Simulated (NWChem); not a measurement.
System: CH, doublet; SMILES [CH]

Output (shortened):

```
             Northwest Computational Chemistry Package (NWChem) 7.3.0
             --------------------------------------------------------

                             Geometry "geometry" -> ""
                             -------------------------

 Output coordinates in angstroms (scale by  1.889725989 to convert to a.u.)

  No.       Tag          Charge          X              Y              Z
 ---- ---------------- ---------- -------------- -------------- --------------
    1 C                    6.0000     0.00000000     0.00000000    -0.16196400
    2 H                    1.0000     0.00000000     0.00000000     0.95736000

 Effective nuclear repulsion energy (a.u.)       2.8365902044

  pbe96 is a nonlocal functional; adding pw91lda local functional.
                              NWChem Property Module
                              ----------------------

  itol2e modified to match energy
  convergence criterion.

                                 NWChem DFT Module
                                 -----------------

 Summary of "ao basis" -> "ao basis" (spherical)
 ------------------------------------------------------------------------------
       Tag                 Description            Shells   Functions and Types
 ---------------- ------------------------------  ------  ---------------------
 C                          iglo-ii                 10       22   5s4p1d
 H                          iglo-ii                  4        6   3s1p

  itol2e modified to match energy
  convergence criterion.

            General Information
            -------------------
          SCF calculation type: DFT
          Wavefunction type:  spin polarized.
          No. of atoms     :     2
          No. of electrons :     7
           Alpha electrons :     4
            Beta electrons :     3
          Charge           :     0
          Spin multiplicity:     2
          Use of symmetry is: off; symmetry adaption is: off
          Maximum number of iterations: 150
          AO basis - number of functions:    28
                     number of shells:    14
          Convergence on energy requested:  1.00D-07
          Convergence on density requested:  1.00D-05
          Convergence on gradient requested:  5.00D-04

              XC Information
              --------------
          PerdewBurkeErnzerhof Exchange Functional  1.000
            Perdew 1991 LDA Correlation Functional  1.000 local
           PerdewBurkeErnz. Correlation Functional  1.000 non-local

             Grid Information
             ----------------
          Grid used for XC integration:  fine
          Radial quadrature: Mura-Knowles
          Angular quadrature: Lebedev.
          Tag              B.-S. Rad. Rad. Pts. Rad. Cut. Ang. Pts.
          ---              ---------- --------- --------- ---------
          C                   0.70       70           7.0       590
          H                   0.35       60           7.0       590
          Grid pruning is: on
          Number of quadrature shells:   130
          Spatial weights used:  Erf1

      Superposition of Atomic Density Guess
      -------------------------------------

 Sum of atomic energies:         -38.16833085

      Non-variational initial energy
      ------------------------------

 Total energy =     -37.995386
 1-e energy   =     -56.367479
 2-e energy   =      15.535503
 HOMO         =      -0.105531
 LUMO         =      -0.105531

   convergence    iter        energy       DeltaE   RMS-Dens  Diis-err
 ---------------- ----- ----------------- --------- --------- ---------
 d= 0,ls=0.0,diis     1    -38.3985339505 -4.12D+01  9.15D-03  8.14D-02
                                                     4.93D-03  5.78D-02
 d= 0,ls=0.0,diis     2    -38.4100503710 -1.15D-02  5.83D-03  2.83D-02
                                                     5.27D-03  2.27D-02
 d= 0,ls=0.0,diis     3    -38.4231982916 -1.31D-02  2.06D-03  3.66D-03
                                                     1.81D-03  2.41D-03
 d= 0,ls=0.0,diis     4    -38.4249957087 -1.80D-03  3.46D-04  5.24D-05
                                                     3.40D-04  4.48D-05
 d= 0,ls=0.0,diis     5    -38.4250280977 -3.24D-05  3.37D-05  6.23D-07
                                                     2.68D-05  3.19D-07
 d= 0,ls=0.0,diis     6    -38.4250284439 -3.46D-07  1.65D-06  2.57D-09
                                                     5.09D-06  1.39D-08
 d= 0,ls=0.0,diis     7    -38.4250284524 -8.45D-09  9.19D-07  1.91D-10
                                                     8.72D-07  1.54D-10

         Total DFT energy =      -38.425028452378
      One electron energy =      -56.664785457074
           Coulomb energy =       20.963475087705
    Exchange-Corr. energy =       -5.560308287451
 Nuclear repulsion energy =        2.836590204443

 Numeric. integr. density =        6.999999980904

                    DFT Final Alpha Molecular Orbital Analysis
                    ------------------------------------------

 Vector    2  Occ=1.000000D+00  E=-5.902329D-01
              MO Center=  3.4D-09,  1.2D-08,  2.8D-01, r^2= 7.6D-01
   Bfn.  Coefficient  Atom+Function         Bfn.  Coefficient  Atom+Function
  ----- ------------  ---------------      ----- ------------  ---------------
     4      0.490097  1 C  s                  5      0.362083  1 C  s
    24      0.171527  2 H  s                  2     -0.155693  1 C  s
    23      0.141964  2 H  s                 14      0.112192  1 C  pz
     1     -0.111152  1 C  s                 11      0.086239  1 C  pz
     3     -0.044627  1 C  s                 25      0.030751  2 H  s

 Vector    3  Occ=1.000000D+00  E=-2.754565D-01
              MO Center=  5.9D-09,  2.1D-08, -2.2D-01, r^2= 1.2D+00
   Bfn.  Coefficient  Atom+Function         Bfn.  Coefficient  Atom+Function
  ----- ------------  ---------------      ----- ------------  ---------------
     5      0.478958  1 C  s                 24     -0.303345  2 H  s
     4      0.279189  1 C  s                 14     -0.272848  1 C  pz
    11     -0.224764  1 C  pz                17     -0.171244  1 C  pz
    23     -0.139242  2 H  s                 25     -0.115435  2 H  s
     2     -0.089465  1 C  s                  8     -0.076737  1 C  pz

 Vector    4  Occ=1.000000D+00  E=-2.121458D-01
              MO Center= -1.6D-10,  1.5D-09, -1.4D-01, r^2= 1.1D+00
   Bfn.  Coefficient  Atom+Function         Bfn.  Coefficient  Atom+Function
  ----- ------------  ---------------      ----- ------------  ---------------
    12      0.450801  1 C  px                15      0.342592  1 C  px
     9      0.290875  1 C  px                13     -0.125624  1 C  py
     6      0.100318  1 C  px                16     -0.095469  1 C  py
    10     -0.081057  1 C  py                26      0.030127  2 H  px
     7     -0.027955  1 C  py

[...]

          ----------------------
          Hyperfine Interactions
          ----------------------

 Total Spin Density (Fermi Contact Term)
 ------------------ --------------------
     Atom            x         y         z       Density (a.u.)      Aiso(MHz)     Aiso(Gauss)
     1  13-C      0.00000   0.00000  -0.30607       0.011470         12.894627       4.601116
     2   1-H      0.00000   0.00000   1.80915      -0.010507        -46.966616     -16.758828

           -------------------------------------------
           Anisotropic Interaction (Spin-Dipolar Term)
           -------------------------------------------

 ------------------------------------------------------------
     Atom            x         y         z
 ------------------------------------------------------------
     1  13-C      0.00000   0.00000  -0.30607

   Spin-Dipolar term (a.u.)
        xx             yy             zz             xy             xz             yz
 ------------------------------------------------------------------------------------------
       1.199780      -0.536749      -0.663031      -0.524656       0.000000       0.000000

   Principal Comp. of -hf- tensor (au)            Anisotropic -hfcc- (MHz)               Anisotropic -hfcc- (Gauss)
 --------------------------------------------------------------------------------------------------------------------------
      1.345984    -0.682954    -0.663031     180.618240   -91.645842   -88.972398      64.448971   -32.701460   -31.747510

   Orientation of the principal axis of Hyperfine Tensor w.r.t absolute (molecular) frame
 --------------------------------------------------------------------------------------------------------------------------
      0.963297     0.268439     0.000000
     -0.268439     0.963297     0.000000
      0.000000    -0.000000     1.000000

 ------------------------------------------------------------
     Atom            x         y         z
 ------------------------------------------------------------
     2   1-H      0.00000   0.00000   1.80915

   Spin-Dipolar term (a.u.)
        xx             yy             zz             xy             xz             yz
 ------------------------------------------------------------------------------------------
      -0.007722      -0.067074       0.074797      -0.017932      -0.000000       0.000000

   Principal Comp. of -hf- tensor (au)            Anisotropic -hfcc- (MHz)               Anisotropic -hfcc- (Gauss)
 --------------------------------------------------------------------------------------------------------------------------
     -0.002725    -0.072071     0.074797      -1.454086   -38.453920    39.908005      -0.518853   -13.721292    14.240145

   Orientation of the principal axis of Hyperfine Tensor w.r.t absolute (molecular) frame
 --------------------------------------------------------------------------------------------------------------------------
      0.963297     0.268439    -0.000000
     -0.268439     0.963297     0.000000
      0.000000    -0.000000     1.000000
```

Level: PBE/IGLO-II, spin-unrestricted, contact and dipolar terms. The state is orbitally degenerate and is run as one real component. Geometry: optimised at PBE0/def2-SVP, spin-unrestricted. No stability test was run on the SCF state.

Question: Write an input that gives this output.

Answer: One answer among several that fit: the input that was run:
```
start job
memory heap 200 mb stack 700 mb global 900 mb
geometry units angstroms noautosym nocenter noautoz
  C      0.000000     0.000000    -0.161964
  H      0.000000     0.000000     0.957360
end
basis spherical
  C library iglo-ii
  H library iglo-ii
end
dft
  odft
  mult 2
  xc xpbe96 cpbe96
  iterations 150
end
property
  hyperfine
end
task dft property
```
